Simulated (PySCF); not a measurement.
# How far are cheaper levels from CCSD(T)/CBS for NaC?

PySCF; the state is a quartet (σ ↑, π ↑↑). The composite is CCSD(T) extrapolated to the basis-set limit from two correlation-consistent sets, with core-valence (CV) and scalar-relativistic (SR) terms as its label shows; it has no spin–orbit coupling and nothing beyond (T). Here it is CCSD(T)/CBS(DT)+CV+SR. It gives Re = 2.233 Å, ωe = 440 cm⁻¹ and De = 1.98 eV to Na + C.

| level | basis | relativity | Re (Å) | ωe (cm⁻¹) | De (eV) |
| --- | --- | --- | --- | --- | --- |
| UHF-MP2 | cc-pVDZ | no relativity | 2.253 | 436 | 1.77 |
| UHF-CCSD(T) | 6-31G(d,p) | no relativity | 2.235 | 443 | 1.58 |
| UHF-CCSD(T) | x2c-TZVPPall | spin-free X2C | 2.221 | 442 | 1.90 |
| PBE | cc-pVDZ | no relativity | 2.255 | 409 | 2.08 |
| PBE | x2c-TZVPPall | spin-free X2C | 2.247 | 411 | 2.14 |
| r²SCAN | aug-pcseg-1 | no relativity | 2.263 | 425 | 2.21 |
| TPSSh | aug-pcseg-1 | no relativity | 2.267 | 418 | 2.13 |
| B3LYP | cc-pVDZ | no relativity | 2.241 | 421 | 1.80 |
| PBE0 | 6-31G(d,p) | no relativity | 2.220 | 442 | 1.91 |
| MN15 | aug-pcseg-1 | no relativity | 2.272 | 412 | 1.99 |

Q: Give the difference of each row from the composite.

A: 

| level | basis | ΔRe (pm) | Δωe (%) | ΔDe (eV) |
| --- | --- | --- | --- | --- |
| UHF-MP2 | cc-pVDZ | +2.0 | -0.9 | -0.21 |
| UHF-CCSD(T) | 6-31G(d,p) | +0.2 | +0.7 | -0.40 |
| UHF-CCSD(T) | x2c-TZVPPall | -1.2 | +0.5 | -0.08 |
| PBE | cc-pVDZ | +2.2 | -7.0 | +0.10 |
| PBE | x2c-TZVPPall | +1.4 | -6.6 | +0.16 |
| r²SCAN | aug-pcseg-1 | +3.0 | -3.4 | +0.23 |
| TPSSh | aug-pcseg-1 | +3.4 | -5.0 | +0.15 |
| B3LYP | cc-pVDZ | +0.8 | -4.3 | -0.18 |
| PBE0 | 6-31G(d,p) | -1.3 | +0.5 | -0.07 |
| MN15 | aug-pcseg-1 | +3.9 | -6.4 | +0.01 |

Q: Which rows come closest in De?

A: MN15 in aug-pcseg-1 (+0.01 eV), counted from the composite.

Correlated steps freeze 2 core orbitals. Correlated levels converge slowly with the basis: in double zeta they bind strong bonds too weakly, by up to about 1 eV, and carry superposition errors of some tenths. The state is the lowest determinant that a PBE0 search found; another state may lie lower at other levels.
